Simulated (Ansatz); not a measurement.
```yaml
crystal:
  periodic: [false, false, false]
  atoms:
    - {symbol: Zn, position_ang: [-0.384274, 0.002881, 0.002644]}
    - {symbol: C, position_ang: [1.613432, -0.012098, -0.011101]}
    - {symbol: H, position_ang: [1.895845, -1.068722, -0.007810]}
    - {symbol: H, position_ang: [1.913968, 0.517481, 0.897440]}
    - {symbol: H, position_ang: [1.901334, 0.508416, -0.928924]}
basis:
  gaussian: {orbitals: def2-TZVP}
total_charge: 1
hamiltonian: {xc: pbe0}
relax: {f_tol: 0.004, max_steps: 80}
```

```sh
$ ansatz run in.yaml --threads 1 --pin off --events-out ev --progress --plain --max-ram 2176MiB
```

Steps of the relaxation (energy above the last step; positions in Å, forces in eV/Å):

```
5
step 1, 7.4 meV
Zn   -0.384    0.003    0.003    0.304   -0.002   -0.002
C     1.613   -0.012   -0.011    0.109   -0.001   -0.001
H     1.896   -1.069   -0.008   -0.137    0.143    0.000
H     1.914    0.517    0.897   -0.139   -0.070   -0.121
H     1.901    0.508   -0.929   -0.137   -0.069    0.124
```

```
5
step 2, 0.6 meV
Zn   -0.360    0.003    0.002    0.081   -0.001   -0.001
C     1.623   -0.012   -0.011   -0.062    0.000    0.000
H     1.884   -1.071   -0.008   -0.006    0.066    0.000
H     1.903    0.519    0.899   -0.007   -0.033   -0.057
H     1.890    0.510   -0.931   -0.006   -0.033    0.057
```

```
5
step 3, 0.1 meV
Zn   -0.357    0.003    0.002    0.030    0.000    0.000
C     1.622   -0.012   -0.011   -0.053    0.000    0.000
H     1.884   -1.068   -0.008    0.007   -0.002    0.000
H     1.902    0.517    0.897    0.007    0.001    0.002
H     1.889    0.508   -0.929    0.007    0.001   -0.002
```

```
5
step 5, 0.0 meV
Zn   -0.355    0.003    0.002    0.000    0.000    0.000
C     1.619   -0.012   -0.011    0.000    0.000    0.000
H     1.884   -1.068   -0.008    0.000    0.000    0.000
H     1.902    0.517    0.897    0.000    0.000    0.000
H     1.890    0.508   -0.928    0.000    0.000    0.000
```

Close pairs at the end: C2–H3 1.088 Å, C2–H5 1.088 Å, C2–H4 1.088 Å, Zn1–C2 1.975 Å.

A stationary point of restricted PBE0 after 5 steps (its stability towards spin polarisation wasn't tested); no frequencies were run, so it isn't proven a minimum. 16 s on 1 thread of Arm Neoverse V2, shared host.
